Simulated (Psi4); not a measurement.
# quartet AlO: levels of theory compared

Wanted: a comparison of 3 runs (UHF/STO-3G, U-wB97X-V/def2-TZVPPD, UDSD-PBEP86/def2-TZVPPD) of quartet AlO. 

The calculation is run with Psi4 1.11.

1 further run of the same task is left out (it didn't finish).

## (1) Starting point

The species is AlO (2 atoms), meant as a quartet with charge 0. As SMILES of the parent species, `[O]=[Al]`. The shape is that of a PBE0-D4/def2-TZVP optimisation. That shape belongs to the parent species and isn't relaxed for this state.

Bond lengths: O1–Al2 1.620 Å.

## (2) Energy and gradient at UHF/STO-3G (run 1)

Contents of alo.dat:

```
memory 2.2 GB

molecule system {
  0 4
  O      0.000000     0.000000    -0.024920
  Al     0.000000     0.000000     1.594970
  units angstrom
  symmetry c1
}

set globals {
  basis STO-3G
  reference uhf
  puream true
  e_convergence 1e-09
  d_convergence 1e-08
  scf_type pk
  maxiter 100
}

E, wfn = gradient('hf', return_wfn=True)
oeprop(wfn, 'LOWDIN_CHARGES', 'MAYER_INDICES', 'MULLIKEN_CHARGES')
print_variables()
```

The run is started by

```bash
$ psi4 -n 1 alo.dat alo.out
```

alo.out:

```text
[...]
  Running in c1 symmetry.
[...]
  Nuclear repulsion =   33.974177203192809
[...]
  Multiplicity = 4
[...]
  Nalpha       = 12
  Nbeta        = 9
[...]
    Number of basis functions: 14
[...]
   @UHF iter   1:  -312.62359111912673   -1.35134e+00   8.85368e-03 ADIIS/DIIS
[...]
   @UHF iter  14:  -312.64438237110284   -4.54747e-13   5.66106e-09 DIIS
[...]
   @S^2 Observed:                3.756899193E+00
[...]
  @UHF Final Energy:  -312.64438237110284
   => Energetics <=
    Nuclear Repulsion Energy =             33.9741772031928093
    One-Electron Energy =                -507.7193744077011957
    Two-Electron Energy =                 161.1008148334055647
    Total Energy =                       -312.6443823711027790
  UHF NO Occupations:
  HONO-2 :   11  A 1.0000000
  HONO-1 :   10  A 1.0000000
[...]
 Multipole Moments:
 ------------------------------------------------------------------------------------
     Multipole            Electronic (a.u.)      Nuclear  (a.u.)        Total (a.u.)
 ------------------------------------------------------------------------------------
 L = 1.  Multiply by 2.5417464519 to convert [e a0] to [Debye]
 Dipole X            :          0.0000000            0.0000000            0.0000000
 Dipole Y            :          0.0000000            0.0000000            0.0000000
 Dipole Z            :          1.5792979           -0.5640171            1.0152808
 Magnitude           :                                                    1.0152808
[...]
  -Total Gradient:
     Atom            X                  Y                   Z
    ------   -----------------  -----------------  -----------------
       1       -0.000000000000    -0.000000000000     0.142483982890
       2        0.000000000000     0.000000000000    -0.142483982890
[...]
```

It took 4.8 s on 1 thread of Intel Xeon at 2.50GHz (Skylake/Cascade Lake), shared host; peak memory 0.18 GiB.

## (3) The energy at U-wB97X-V/def2-TZVPPD (run 2)

Contents of alo.xyz:

```xyz
2
AlO
O      0.000000     0.000000    -0.024920
Al     0.000000     0.000000     1.594970
```

Contents of alo_ase.py:

```python
import numpy as np
from ase.calculators.psi4 import Psi4
from ase.io import read

a = read('alo.xyz')
calc = Psi4(atoms=a, method='wb97x-v', basis='def2-TZVPPD', memory='2200MB', num_threads=1, charge=0, multiplicity=4, label='calc', reference='uks')
calc.psi4.set_options({'puream': True, 'e_convergence': 1e-09, 'd_convergence': 1e-08, 'scf_type': 'pk', 'dft_radial_points': 99, 'dft_spherical_points': 590, 'maxiter': 100})
a.calc = calc

print(f'energy: {a.get_potential_energy():.6f} eV')
```

The run is started by

```bash
$ python alo_ase.py
```

calc.dat:

```text
[...]
  Running in c1 symmetry.
[...]
  Nuclear repulsion =   33.974177203192809
[...]
  Multiplicity = 4
[...]
  Nalpha       = 12
  Nbeta        = 9
[...]
    Number of basis functions: 88
[...]
   @UKS iter   1:  -317.35898497858568   -6.49600e-01   4.90743e-03 DIIS/ADIIS
[...]
   @UKS iter  15:  -317.42861305423708    6.51994e-11   2.88712e-09 DIIS
[...]
   @S^2 Observed:                3.754482585E+00
[...]
  @UKS Final Energy:  -317.42861305423708
   => Energetics <=
    Nuclear Repulsion Energy =             33.9741772031928093
    One-Electron Energy =                -507.5387963205113806
    Two-Electron Energy =                 176.0807175859921472
    DFT Exchange-Correlation Energy =     -20.0342087920121159
    Empirical Dispersion Energy =           0.0000000000000000
    VV10 Nonlocal Energy =                  0.0894972691014882
    Total Energy =                       -317.4286130542370188
[...]
 Multipole Moments:
 ------------------------------------------------------------------------------------
     Multipole            Electronic (a.u.)      Nuclear  (a.u.)        Total (a.u.)
 ------------------------------------------------------------------------------------
 L = 1.  Multiply by 2.5417464519 to convert [e a0] to [Debye]
 Dipole X            :          0.0000000            0.0000000            0.0000000
 Dipole Y            :          0.0000000            0.0000000            0.0000000
 Dipole Z            :          0.9529959           -0.5640171            0.3889788
 Magnitude           :                                                    0.3889788
[...]
```

On the terminal:

```text
energy: -8637.672525 eV
```

Wall time 47 s (1 thread of Intel Xeon at 2.50GHz (Skylake/Cascade Lake), shared host); peak memory 0.66 GiB.

## (4) The energy at UDSD-PBEP86/def2-TZVPPD (density fitting for correlation) (run 3)

Contents of alo.json:

```json
{
 "schema_name": "qcschema_input",
 "schema_version": 1,
 "molecule": {
  "schema_name": "qcschema_molecule",
  "schema_version": 2,
  "symbols": ["O", "Al"],
  "geometry": [0.0, 0.0, -0.04709198, 0.0, 0.0, 3.01405648],
  "molecular_charge": 0,
  "molecular_multiplicity": 4,
  "fix_symmetry": "c1",
  "fix_com": true,
  "fix_orientation": true
 },
 "driver": "energy",
 "model": {
  "method": "dsd-pbep86",
  "basis": "def2-TZVPPD"
 },
 "keywords": {
  "reference": "uks",
  "puream": true,
  "e_convergence": 1e-09,
  "d_convergence": 1e-08,
  "scf_type": "pk",
  "dft_radial_points": 99,
  "dft_spherical_points": 590,
  "num_frozen_docc": 6,
  "maxiter": 100
 }
}
```

The run is started by

```bash
$ psi4 --qcschema alo.json -n 1 --memory 2200MB
```

stdout:

```text
[...]
  Running in c1 symmetry.
[...]
  Nuclear repulsion =   33.974177129586195
[...]
  Multiplicity = 4
[...]
  Nalpha       = 12
  Nbeta        = 9
[...]
    Number of basis functions: 88
[...]
   @UKS iter   1:  -316.96586537876954   -7.31862e-01   3.90645e-03 ADIIS/DIIS
[...]
   @UKS iter  15:  -317.01400936491683    4.66116e-11   3.47863e-09 DIIS
[...]
   @S^2 Observed:                3.756688137E+00
[...]
  @UKS Final Energy:  -317.01400936491683
   => Energetics <=
    Nuclear Repulsion Energy =             33.9741771295861952
    One-Electron Energy =                -507.6282118106106509
    Two-Electron Energy =                 164.3599440832967957
    DFT Exchange-Correlation Energy =      -7.7199187671891831
    Empirical Dispersion Energy =           0.0000000000000000
    VV10 Nonlocal Energy =                  0.0000000000000000
    Total Energy =                       -317.0140093649168307
[...]
 Multipole Moments:
 ------------------------------------------------------------------------------------
     Multipole            Electronic (a.u.)      Nuclear  (a.u.)        Total (a.u.)
 ------------------------------------------------------------------------------------
 L = 1.  Multiply by 2.5417464519 to convert [e a0] to [Debye]
 Dipole X            :          0.0000000            0.0000000            0.0000000
 Dipole Y            :         -0.0000000            0.0000000           -0.0000000
 Dipole Z            :        -38.3572999           38.8059984            0.4486985
 Magnitude           :                                                    0.4486985
[...]
```

The result, in JSON:

```text
{
 "driver": "energy",
 "model": {
  "method": "dsd-pbep86",
  "basis": "def2-TZVPPD"
 },
 "success": true,
 "return_result": -317.1245320555213,
 "properties": {
  "calcinfo_nbasis": 88,
  "calcinfo_nmo": 88,
  "calcinfo_nalpha": 12,
  "calcinfo_nbeta": 9,
  "calcinfo_natom": 2,
  "nuclear_repulsion_energy": 33.974177129586195,
  "return_energy": -317.1245320555213,
  "scf_one_electron_energy": -507.62821181061065,
  "scf_two_electron_energy": 164.3599440832968,
  "scf_xc_energy": -7.719918767189183,
  "scf_dipole_moment": [7.536384284675398e-09, -1.7366678235987475e-08, 0.44869848876803076],
  "scf_total_energy": -317.01400936491683,
  "scf_iterations": 15
 }
}
```

It took 18 s on 1 thread of Intel Xeon at 2.50GHz (Skylake/Cascade Lake), shared host; peak memory 0.59 GiB.

## (5) The series

| run | level | task | properties | energy (Eh) | dipole moment (D) | HOMO energy (eV) | LUMO energy (eV) | wall time |
| --- | --- | --- | --- | --- | --- | --- | --- | --- |
| 1 | UHF/STO-3G | gradient | (lowdin, mayer, mulliken) | -312.644382 | 2.58 | -0.03 | 7.04 | 4.8 s |
| 2 | U-wB97X-V/def2-TZVPPD | energy | – | -317.428613 | 0.99 | -5.77 | -3.27 | 47 s |
| 3 | UDSD-PBEP86/def2-TZVPPD (density fitting for correlation) | energy | – | -317.124532 | – | -5.38 | -2.09 | 18 s |

## (6) Summary of results

```
                                                       quantity          value
                                            run 3: total energy  -317.12453 Eh
run 3: HOMO energy (SCF part's orbitals) (highest over α and β)       -5.38 eV
 run 3: LUMO energy (SCF part's orbitals) (lowest over α and β)       -2.09 eV
                                                    run 3: ⟨S²⟩          3.757
```

What this shows: Totals of different functionals can't be ranked against each other. In run 1 the basis is minimal, so the values are rough. All runs together took 70 s, the longest 47 s.
